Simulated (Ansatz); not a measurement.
`[NH2][Mg][Cl]` + HCl → `[Cl][Mg][Cl]` + NH₃ at 298.15 K and 1 bar (ligand exchange at a Mg–N bond).

Calculated with Ansatz (gas phase, PBE0-D4/def2-TZVP geometries, no zero-point term in ΔE). CCSD(T)/CBS adds triple-zeta CCSD(T) − MP2 to the extrapolated MP2 energy (def2 sets, frozen cores). This one scheme is used for every species. For Mg outer-core shells are correlated without core-valence functions, which leaves a few kJ/mol of doubt a bond. Each species was taken in one conformer, which may not be the lowest.

| species | CCSD(T)/CBS energy (Eh) | H − E (kJ/mol) | S (J/(mol·K)) |
| --- | --- | --- | --- |
| `[NH2][Mg][Cl]` | -715.67895 | 82.4 | 289.9 |
| HCl | -460.38127 | 26.6 | 186.8 |
| `[Cl][Mg][Cl]` | -1119.60463 | 20.8 | 271.9 |
| NH₃ | -56.50880 | 100.5 | 192.4 |

H − E and S are ideal-gas, rigid-rotor, harmonic terms from PBE0-D4/def2-TZVP, for one conformer and one mirror image of each species. 1 Eh = 2625.50 kJ/mol, R = 8.31446 J/(mol·K).

Question: By hand: ΔE, ΔH, ΔS and ΔG.

Answer: ΔE = (-1119.60463) + (-56.50880) − (-715.67895) − (-460.38127) = -0.05321 Eh = -139.7 kJ/mol. Δ(H − E) = 20.8 + 100.5 − 82.4 − 26.6 = 12.3, so ΔH = -127.4 kJ/mol. ΔS = 271.9 + 192.4 − 289.9 − 186.8 = -12.4 J/(mol·K). ΔG = -127.4 − 298.15 × (-12.4)/1000 = -123.7 kJ/mol.

Question: By hand: the equilibrium constant, and the temperature at which ΔG would vanish if ΔH and ΔS stayed fixed.

Answer: log₁₀ K = −ΔG/(RT ln 10) = 21.7. ΔG = 0 at ΔH/ΔS = 10274 K, far beyond where these terms or the molecules hold.

The number of gas molecules stays the same, so ΔS is small and ΔH decides. A doubt of 5 kJ/mol in ΔE shifts log₁₀ K by 0.9 here. Other conformers and mirror images would add mixing entropy, several J/(mol·K) or more a flexible species. These are equilibria of isolated gas molecules and say nothing of rates. Largest T1 diagnostic: 0.008 (customary marks: 0.02 for closed shells, 0.045 for open ones).
